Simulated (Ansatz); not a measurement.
We consider grey tin (α-Sn), described by PBEsol in Ansatz (PAW).

The run printed, among other lines:

```
WARN output.stress: scf.convergence.dr2_threshold = 1e-9 eV is looser than the 2e-10 eV advised for a printed stress (1e-10 eV for each atom of the cell: 2)
Crystal: 2 atoms, lattice volume = 74.093 Å³
Basis set: ecut = 520 eV, 1989 PW (Γ), exchange–correlation on 72×72×72 points (8 copies of the dense FFT grid, shifted against one another)
Bands: 18, of which v1, the nominal top of the filled ones, is band 14 counted from 1 (13 counted from 0)
Symmetry: 48 space group operations
Space group: Fd-3m (ITA 227), of the structure as read, at distance tolerance 4.2e-5 Å
k-points: 47 of 1000
Functional: x = pbesol(κ = 0.804, μ = 0.12345679012345678), c = pbesol(β = 0.046)
SCF iter   1: F=—  HF=-11899.480688 eV  |F-HF|=—  |Δ(HF+E_count)|=         —  Δρ=2.50e-3  dr2=5.81e-3
SCF iter   2: F=—  HF=-11899.477684 eV  |F-HF|=—  |Δ(HF+E_count)|=   3.00e-3  Δρ=1.52e-3  dr2=2.90e-3
  ...
SCF iter   7: F=—  HF=-11899.477599 eV  |F-HF|=—  |Δ(HF+E_count)|=   4.90e-7  Δρ=3.38e-6  dr2=8.72e-9
SCF iter   8: F=-11899.477599 eV  HF=-11899.477599 eV  |F-HF|=2.76e-10  |Δ(HF+E_count)|=   3.69e-8  Δρ=1.05e-6  dr2=6.17e-10
SCF 1 converged in 8 iterations: F = -11899.477599 eV  dr2 = 6.17e-10
SCF converged after 8 iterations
Free energy (F): -11899.477599 eV
Internal energy: -11899.477294 eV  (E = F + TS)
E sigma→0 (E₀):  -11899.477446 eV
Fermi energy:    6.603742 eV
--- Forces (eV/Å), atoms counted from 1 ---
  atom   1  Sn     0.00000000     0.00000000    -0.00000000
  atom   2  Sn    -0.00000000     0.00000000    -0.00000000
--- Stress (GPa, compression-positive) ---
       -2.062090       0.000000       0.000000
       -0.000000      -2.062090       0.000000
        0.000000       0.000000      -2.062090
  P = ⅓ Tr σ = -2.0621 GPa (-20.621 kbar)
```

Problem. Write an input file that could have produced this run (the log leaves some choices open).

Solution. Several could match; the one computed here: 
Ansatz 0.2 input:
```yaml
crystal:
  lattice:
    - [0.0, 3.333611778, 3.333611778]
    - [3.333611778, 0.0, 3.333611778]
    - [3.333611778, 3.333611778, 0.0]
  atoms:
    - { symbol: Sn, position: [0.0, 0.0, 0.0] }
    - { symbol: Sn, position: [0.25, 0.25, 0.25] }
basis:
  ecutwfc: 520
  ecutrho_ratio: 4
  xc_grid: 2
kpoints:
  mp_grid: { grid: [10, 10, 10] }
hamiltonian:
  xc: pbesol
  dispersion: none
  pseudopotentials: { kind: paw }
scf:
  occupations: { method: fermi_dirac, width: 0.01 }
  convergence: { dr2_threshold: 0.000000001 }
output:
  forces: true
  stress: true
  eigenvalues: true
```

The cell is one volume of an energy–volume scan, off the minimum.

The PAW data were made under PBE.

Ansatz is an electronic-structure program.
